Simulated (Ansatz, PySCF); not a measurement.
Potential energy curve for Si(H)3(Me), SMILES C[SiH3]. The Si1–C5 bond (Si1 also carries H, H, H; C5 carries H, H, H) is pulled apart rigidly from the PBE0/def2-TZVP optimised geometry.

Computed with: UKS-PBE0 = unrestricted PBE0/cc-pVDZ run with Ansatz (a quantum-chemistry and plane-wave program); RKS-PBE0 = restricted PBE0/cc-pVDZ (Ansatz); UKS-BLYP = Ansatz with unrestricted BLYP/cc-pVDZ; RKS-BLYP = restricted BLYP/cc-pVDZ (Ansatz); UKS-PBE = unrestricted PBE/cc-pVDZ run with Ansatz; RKS-PBE = restricted PBE/cc-pVDZ in Ansatz; UKS-B3LYP/6-31G* = unrestricted B3LYP/6-31G*, spherical d run with PySCF 2.14.0; RKS-B3LYP/6-31G* = PySCF with restricted B3LYP/6-31G*, spherical d; UKS-M06-2X/6-31G* = unrestricted M06-2X/6-31G*, spherical d in PySCF 2.14.0; RKS-M06-2X/6-31G* = restricted M06-2X/6-31G*, spherical d run with PySCF; UKS-B3LYP/3-21G = PySCF with unrestricted B3LYP/3-21G; RKS-B3LYP/3-21G = restricted B3LYP/3-21G (PySCF).

Scanned distances (Å): 1.54, 1.66, 1.74, 1.82, 1.87, 1.93, 2.02, 2.10, 2.25, 2.49, 2.71, 3.04, 3.43, 3.96, 4.57, 5.45.

**Question.** Where does the unrestricted solution first break spin symmetry (<S²> of 0.01 or more)?

**Answer.** UKS-PBE0: between 2.71 and 3.04 Å; UKS-BLYP: between 3.04 and 3.43 Å; UKS-PBE: between 3.04 and 3.43 Å; UKS-B3LYP/6-31G*: between 3.04 and 3.43 Å; UKS-M06-2X/6-31G*: between 2.71 and 3.04 Å; UKS-B3LYP/3-21G: between 3.04 and 3.43 Å.

```csv
R / Å,<S²> UKS-PBE0,E(RKS-PBE0) − E(UKS-PBE0) / mEh,<S²> UKS-BLYP,E(RKS-BLYP) − E(UKS-BLYP) / mEh,<S²> UKS-PBE,E(RKS-PBE) − E(UKS-PBE) / mEh,<S²> UKS-B3LYP/6-31G*,E(RKS-B3LYP/6-31G*) − E(UKS-B3LYP/6-31G*) / mEh,<S²> UKS-M06-2X/6-31G*,E(RKS-M06-2X/6-31G*) − E(UKS-M06-2X/6-31G*) / mEh,<S²> UKS-B3LYP/3-21G,E(RKS-B3LYP/3-21G) − E(UKS-B3LYP/3-21G) / mEh
1.54,0.00,0.0,0.00,0.0,0.00,0.0,0.00,0.0,0.00,0.0,0.00,0.0
1.66,0.00,0.0,0.00,0.0,0.00,0.0,0.00,0.0,0.00,0.0,0.00,0.0
1.74,0.00,0.0,0.00,0.0,0.00,0.0,0.00,0.0,0.00,0.0,0.00,0.0
1.82,0.00,0.0,0.00,0.0,0.00,0.0,0.00,0.0,0.00,0.0,0.00,0.0
1.87,0.00,0.0,0.00,0.0,0.00,0.0,0.00,0.0,0.00,0.0,0.00,0.0
1.93,0.00,0.0,0.00,0.0,0.00,0.0,0.00,0.0,0.00,0.0,0.00,0.0
2.02,0.00,0.0,0.00,0.0,0.00,0.0,0.00,0.0,0.00,0.0,0.00,0.0
2.10,0.00,0.0,0.00,0.0,0.00,0.0,0.00,0.0,0.00,0.0,0.00,0.0
2.25,0.00,0.0,0.00,0.0,0.00,0.0,0.00,0.0,0.00,0.0,0.00,0.0
2.49,0.00,0.0,0.00,0.0,0.00,0.0,0.00,0.0,0.00,0.0,0.00,0.0
2.71,0.00,0.0,0.00,0.0,0.00,0.0,0.00,0.0,0.00,0.0,0.00,0.0
3.04,0.15,0.4,0.00,0.0,0.00,0.0,0.00,0.0,0.04,0.0,0.00,0.0
3.43,0.69,12.3,0.28,1.0,0.37,1.6,0.61,8.0,0.80,18.0,0.59,7.4
3.96,0.93,34.5,0.79,11.3,0.84,14.1,0.90,26.9,0.95,46.4,0.89,26.3
4.57,0.99,54.0,0.96,23.1,0.97,27.2,0.98,44.5,0.99,69.4,0.00,—
5.45,1.00,69.6,1.00,32.9,1.00,37.4,1.00,58.8,1.00,87.9,0.00,—
```

Dashes: no converged value, or the column stops at the first point that the program doubted or that broke a chosen test of continuity, which isn't proof of a fault.
